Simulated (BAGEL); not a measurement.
**SiH2S (SMILES [SiH]S): RI-MP2/def2-TZVP (density fitting with qzvpp-jkfit)**

Aim: the energy change on altering one bond length of SiH2S at RI-MP2/def2-TZVP (density fitting with qzvpp-jkfit), from 2 runs. 

The calculation is run with BAGEL 1.2.2.

2 further runs of the same task are left out: 2 set aside as unsound or not needed.

## (1) The molecule

SiH2S: 4 atoms, total charge 0, spin state singlet. As SMILES, `[SiH]S`. The shape is that of a PBE0-D4/def2-TZVP optimisation.

Bond lengths: Si1–S2 2.115 Å, Si1–H3 1.525 Å, S2–H4 1.346 Å. Angles: Si1–S2–H4 97.5°, S2–Si1–H3 89.3°.

## (2) A single-point energy at RI-MP2/def2-TZVP (density fitting with qzvpp-jkfit)

File input.json:

```json
{ "bagel": [

{
  "title": "molecule",
  "basis": "def2-tzvp.json",
  "df_basis": "qzvpp-jkfit",
  "angstrom": true,
  "geometry": [
    { "atom": "Si", "xyz": [      -0.262800,      -1.074400,       0.161100 ] },
    { "atom": "S", "xyz": [       0.190500,       0.958800,      -0.206600 ] },
    { "atom": "H", "xyz": [       1.017500,      -1.190800,       0.981400 ] },
    { "atom": "H", "xyz": [      -0.889700,       1.246000,      -0.956200 ] }
  ]
},

{
  "title": "hf"
},

{
  "title": "mp2",
  "ncore": 10
}

]}
```

The basis set def2-TZVP is read from a file made from the Basis Set Exchange's data (not shown).

Launch:

```console
BAGEL_NUM_THREADS=1 BAGEL input.json > input.out
```

Standard output:

```text
* using 1 threads per process

  ===============================================================
  ===============================================================

  *** Geometry ***

  { "atom" : "Si", "xyz" : [     -0.496620,     -2.030322,      0.304435 ] },
  { "atom" : "S", "xyz" : [      0.359993,      1.811869,     -0.390417 ] },
  { "atom" : "H", "xyz" : [      1.922796,     -2.250286,      1.854577 ] },
  { "atom" : "H", "xyz" : [     -1.681289,      2.354599,     -1.806956 ] },

  Number of auxiliary basis functions:      292

  Since a DF basis is specified, we compute 2- and 3-index integrals:
    o Being stored without compression. Storage requirement is 0.017 GB

  Number of basis functions:       86
  Number of electrons      :       32

    * METHOD: MOLECULE                             0.08

  *** RHF ***

  === Nuclear Repulsion ===
    73.3930779373

      * DIIS with orbital gradients will be used.

  === RHF iteration (def2-tzvp.json) ===
      0       -687.59271502          0.00838588           0.02
      1       -687.62393877          0.00337123           0.02
      2       -687.62902597          0.00121856           0.02
      3       -687.63002500          0.00021749           0.02
      4       -687.63006547          0.00008174           0.02
      5       -687.63007160          0.00002518           0.02
      6       -687.63007230          0.00000881           0.02
      7       -687.63007239          0.00000267           0.02
      8       -687.63007240          0.00000073           0.02
      9       -687.63007240          0.00000023           0.02
     10       -687.63007240          0.00000009           0.02
     11       -687.63007240          0.00000003           0.02
     12       -687.63007240          0.00000001           0.02
     13       -687.63007240          0.00000001           0.02
    * SCF iteration converged.

    * Permanent dipole moment:
           (    0.234563,     0.072318,     0.120227) a.u.

    * METHOD: HF                                   0.41

  *** RHF ***

  === Nuclear Repulsion ===
    73.3930779373

      * DIIS with orbital gradients will be used.

  === RHF iteration (def2-tzvp.json) ===
      0       -687.63007240          0.00000000           0.02
    * SCF iteration converged.

    * Permanent dipole moment:
           (    0.234563,     0.072318,     0.120227) a.u.

  === DF-MP2 calculation ===

    * freezing 10 orbitals
    * 3-index integral transformation done
    * assembly done

      MP2 correlation energy:   -0.2718719888      0.01

      MP2 total energy:       -687.9019443878

    * METHOD: MP2                                  0.06

  ===============================================================
```

Run time: 0.7 s. Hardware: 1 thread of Arm Neoverse V2, shared host.

## (3) The distorted shape, same level

File mp2.json:

```json
{ "bagel" : [

{
  "title" : "molecule",
  "basis" : "def2-tzvp.json",
  "df_basis" : "qzvpp-jkfit",
  "angstrom" : true,
  "geometry" : [
    { "atom" : "Si", "xyz" : [   -0.330791,   -1.379361,    0.216252 ] },
    { "atom" : "S", "xyz" : [    0.190500,    0.958800,   -0.206600 ] },
    { "atom" : "H", "xyz" : [    0.949509,   -1.495761,    1.036552 ] },
    { "atom" : "H", "xyz" : [   -0.889700,    1.246000,   -0.956200 ] }
  ]
},
{
  "title" : "hf"
},
{
  "title" : "mp2",
  "ncore" : 10
}

]}
```

The basis set def2-TZVP is read from a file made from the Basis Set Exchange's data (not shown).

Launch:

```console
BAGEL_NUM_THREADS=1 BAGEL mp2.json > mp2.out
```

Standard output:

```text
* using 1 threads per process

  ===============================================================
  ===============================================================

  *** Geometry ***

  { "atom" : "Si", "xyz" : [     -0.625104,     -2.606615,      0.408657 ] },
  { "atom" : "S", "xyz" : [      0.359993,      1.811869,     -0.390417 ] },
  { "atom" : "H", "xyz" : [      1.794312,     -2.826579,      1.958799 ] },
  { "atom" : "H", "xyz" : [     -1.681289,      2.354599,     -1.806956 ] },

  Number of auxiliary basis functions:      292

  Since a DF basis is specified, we compute 2- and 3-index integrals:
    o Being stored without compression. Storage requirement is 0.017 GB

  Number of basis functions:       86
  Number of electrons      :       32

    * METHOD: MOLECULE                             0.08

  *** RHF ***

  === Nuclear Repulsion ===
    65.5102136029

      * DIIS with orbital gradients will be used.

  === RHF iteration (def2-tzvp.json) ===
      0       -687.56117588          0.00948582           0.02
      1       -687.60073621          0.00459525           0.02
      2       -687.61042845          0.00127579           0.02
      3       -687.61175019          0.00025150           0.02
      4       -687.61182100          0.00010818           0.02
      5       -687.61183689          0.00003902           0.02
      6       -687.61183929          0.00001499           0.02
      7       -687.61183967          0.00000432           0.02
      8       -687.61183969          0.00000098           0.02
      9       -687.61183969          0.00000029           0.02
     10       -687.61183969          0.00000010           0.02
     11       -687.61183969          0.00000005           0.02
     12       -687.61183969          0.00000002           0.02
     13       -687.61183969          0.00000001           0.02
    * SCF iteration converged.

    * Permanent dipole moment:
           (    0.335547,     0.715633,    -0.022148) a.u.

    * METHOD: HF                                   0.42

  *** RHF ***

  === Nuclear Repulsion ===
    65.5102136029

      * DIIS with orbital gradients will be used.

  === RHF iteration (def2-tzvp.json) ===
      0       -687.61183969          0.00000001           0.02
    * SCF iteration converged.

    * Permanent dipole moment:
           (    0.335547,     0.715633,    -0.022148) a.u.

  === DF-MP2 calculation ===

    * freezing 10 orbitals
    * 3-index integral transformation done
    * assembly done

      MP2 correlation energy:   -0.2709097229      0.01

      MP2 total energy:       -687.8827494167

    * METHOD: MP2                                  0.06

  ===============================================================
```

Run time: 0.7 s. Hardware: 1 thread of Arm Neoverse V2, shared host.

## (4) Outcome

At RI-MP2/def2-TZVP (density fitting with qzvpp-jkfit), 10 core orbitals frozen:

```
                                                          quantity          value
                                         first shape: total energy  -687.90194 Eh
         first shape: correlation energy (10 core orbitals frozen)     -271.9 mEh
                                     distorted shape: total energy  -687.88275 Eh
     distorted shape: correlation energy (10 core orbitals frozen)     -270.9 mEh
energy change with the Si1–S2 bond stretched from 2.115 to 2.433 Å       0.522 eV
```

In words: With the Si1–S2 bond stretched from 2.115 to 2.433 Å the energy rises by 0.52 eV (12.0 kcal/mol). The first shape isn't relaxed at this level, so the change isn't measured from a minimum.
